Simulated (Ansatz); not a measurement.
Elastic constant C12 (GPa) of 32 elemental metals, computed with PBE (PAW; Ansatz, a quantum-chemistry and plane-wave program) and with r²SCAN (plane waves, PAW; Ansatz). The set holds measured phases with no doubt noted on the run or the magnetic state but for the caveats below. 5 more of the class have both values but aren't in it, for one of these reasons: built or high-temperature cells, doubts on the run or the magnetic state, unlike cells, values of zero, layered or molecular crystals. Solids without a value at one level (not run, failed, or a magnetic order lost), or held back for tests, aren't counted.

Every twentieth of the way through the set, in order of the shift (worked out from unrounded values):

| solid | PBE | r²SCAN | shift (%) |
|---|---|---|---|
| hcp Be | 21.2 | 18.6 | -12.2 |
| bcc Cs | 1.85 | 1.67 | -10.0 |
| bcc Rb | 2.63 | 2.44 | -7.2 |
| bcc K | 3.42 | 3.21 | -6.3 |
| bcc Na | 7.22 | 7.10 | -1.7 |
| fcc Sr | 9.82 | 10.2 | +3.5 |
| fcc Ca | 14.9 | 15.5 | +4.3 |
| hcp Cd | 38.4 | 41.3 | +7.6 |
| hcp Ti | 82.7 | 89.1 | +7.7 |
| hcp Os | 220 | 237 | +8.0 |
| hcp Ru | 181 | 198 | +9.3 |
| hcp Re | 266 | 292 | +9.9 |
| hcp Tc | 219 | 242 | +10.4 |
| fcc Pt | 219 | 242 | +10.7 |
| fcc Pd | 152 | 170 | +12.2 |
| fcc Al | 64.6 | 73.3 | +13.4 |
| fcc Ag | 81.0 | 92.7 | +14.4 |
| fcc Pb | 35.7 | 40.9 | +14.8 |
| hcp Y | 25.0 | 29.1 | +16.5 |
| fcc Cu | 123 | 143 | +16.6 |
| hcp Tl | 24.4 | 30.0 | +23 |

The shift from PBE to r²SCAN has a median of +9.0 %, and eight in ten lie between -7.1 % and +16.4 %; r²SCAN is the larger in 25 of 32. Each level is at its own cell, so the shift holds the change of volume too.

Ansatz's runs of these crystals have no spin polarisation. Meta-GGA and hybrid levels favour moments, which can bear on fcc Pd, hcp Sc, fcc Pt, hcp Ti, hcp Y, fcc Rh.

Spin–orbit coupling is left out, also for the solids with elements from indium on (body-centred tetragonal In, fcc Pt, hcp Os, bcc Ba, double-hcp La, hcp Tl, fcc Ir, hcp Re, bcc Cs, fcc Pb and 1 more); its size isn't shown.

Each level is taken at its own relaxed cell. Ansatz's density-functional and Hartree–Fock values are scalar-relativistic unless marked +SOC, with PAW data made under PBE.
